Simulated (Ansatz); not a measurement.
**AlH4 (doublet): from Hartree-Fock to the top rungs at distance H2–H3 = 0.604 Å, 6-31G**

The task here is to estimate one member of a computed series from the others.

Program: Ansatz 0.2.0, Gaussian basis. Level of theory: 6-31G, core rule «outside noble gas», up to 5 orbitals frozen. These are calculated values, not measurements.

To be run: UHF; CCSD(T) on ROHF; CCSD(T) on UHF; BCCD(T) on ROHF; CISD; CCSDT(Q) on ROHF; CCSDT(Q) on UHF; CISDTQ; CCSDTQ on ROHF; CCSDTQ on UHF; CASSCF and MRCISD+Q, 3 electrons in 3 orbitals; CASSCF and NEVPT2, 3 electrons in 3 orbitals; Full CI.

27 further runs of the same task are left out: 8 for a known fault of the program, 4 for a mislabelled method, 10 that didn't finish, 5 set aside as unsound or not needed.

### What is computed

The geometry derives from a PBE0/def2-TZVP stationary point (not a proven minimum). One bond is set to the value named and the two fragments are kept rigid.

5 atoms, charge 0, spin multiplicity 2.

Atoms are counted from 1 here; the program's logs count them from 0.

Bond lengths: Al1–H4 1.595 Å, Al1–H5 1.595 Å, H2–H3 0.604 Å. Angles: H4–Al1–H5 120.0°.

The first run:

File in.yaml:

```yaml
crystal:
  periodic: [false, false, false]
  atoms:
    - {symbol: Al, position_ang: [-0.065141, 0.000073, -0.132971]}
    - {symbol: H, position_ang: [0.443448, 0.001728, 1.985569]}
    - {symbol: H, position_ang: [-0.160049, -0.006711, 1.962413]}
    - {symbol: H, position_ang: [0.728027, 1.383236, -0.189000]}
    - {symbol: H, position_ang: [0.732338, -1.380203, -0.199493]}
basis:
  gaussian: {orbitals: 6-31G}
magnetization: {spin_polarized: true, initial_magnetization: 1}
hamiltonian: {xc: hf}
output: {orbitals: {seedname: orbitals}}
```

Started as:

```console
$ ansatz run in.yaml --threads 1 --pin off --events-out ev --progress --plain --max-ram 2393MiB
```

Among the steps run: UHF; CCSD(T) on ROHF; CCSD(T) on UHF; BCCD(T) on ROHF; CISD; CCSDT(Q) on ROHF; CCSDT(Q) on UHF; CISDTQ; CCSDTQ on ROHF; CCSDTQ on UHF; CASSCF and MRCISD+Q, 3 electrons in 3 orbitals; CASSCF and NEVPT2, 3 electrons in 3 orbitals; Full CI.

One of the session's tables, all rows but one given; the rest of the session is left out.

```
   method  from FCI (kcal/mol)
     ROHF               +42.69
      UHF               +42.49
     RMP2               +13.07
     UMP2               +13.01
     CISD                +1.77
    RCCSD                +0.59
    UCCSD                    ?
 RCCSD(T)                +0.20
 UCCSD(T)                +0.20
  BCCD(T)                +0.20
   RCCSDT                +0.01
   UCCSDT                +0.01
   CISDTQ                +0.03
RCCSDT(Q)                 0.00
UCCSDT(Q)                 0.00
  RCCSDTQ                 0.00
  UCCSDTQ                 0.00
      FCI                    0
```

**Question.** Estimate the row for UCCSD.

The run gave: from FCI (kcal/mol): +0.58. In the column «from FCI (kcal/mol)» it lies between BCCD(T) (+0.20) and RCCSD (+0.59).

Left out of the table: CASSCF pair, NEVPT2 pair, MRCISD pair, MRCISD+Q pair (the active space lost an orbital or holds another state than full CI finds).

Caveats from the session: Levels on UHF freeze UHF's core orbitals, full CI those of ROHF, so the U rows can settle a little off it for that reason alone. Restricted and unrestricted rows rest on different reference determinants; where their highest levels disagree by more than a few hundredths of an eV, they describe different states and don't form one ladder. Warnings in the runs' records: passed over end.
